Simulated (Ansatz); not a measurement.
A-type hexagonal La2O3, relaxed in Ansatz (plane waves) with several semilocal functionals. Each gives its own volume and its own bulk modulus:

```json
[
 {"level": "LDA", "V0 (Å³/atom)": "15.539", "bulk modulus B0 (GPa)": "124.1", "ln V0": "2.7434", "ln B0": "4.8211"},
 {"level": "PBEsol", "V0 (Å³/atom)": "15.963", "bulk modulus B0 (GPa)": "116.8", "ln V0": "2.7703", "ln B0": "4.7605"},
 {"level": "PBE", "V0 (Å³/atom)": "16.642", "bulk modulus B0 (GPa)": "108.7", "ln V0": "2.8119", "ln B0": "4.6886"}
]
```

### Question
Fit a straight line to ln B0 against ln V0. What does it predict for r²SCAN, whose volume is 16.431 Å³/atom?

### Answer
With x = ln V0 and y = ln B0: means 2.77520 and 4.75673; Σ(Δx Δy) = -0.004566, Σ(Δx²) = 0.002382, so the slope is -1.92. At x = 2.7992 the line gives y = 4.75673 + (-1.92) × (2.7992 − 2.77520) = 4.7107, or 111.1 GPa. The run with r²SCAN gives 116.0 GPa, +4.4 % from the line. The rows used scatter about it by up to 0.6 %, while the largest value lies 14 % above the smallest. For comparison, PBE's own equation of state has B′ = 3.7, the slope −d ln B/d ln V at a fixed functional; the two needn't agree, since functionals also differ at one volume.

Measured: 113 GPa (measured, 300 K, not corrected to a static lattice; as tabulated in Santana et al. (2016), arXiv:1608.06321).

Ansatz's density-functional and Hartree–Fock values are scalar-relativistic unless marked +SOC, with PAW data made under PBE.

Ansatz is an electronic-structure program.
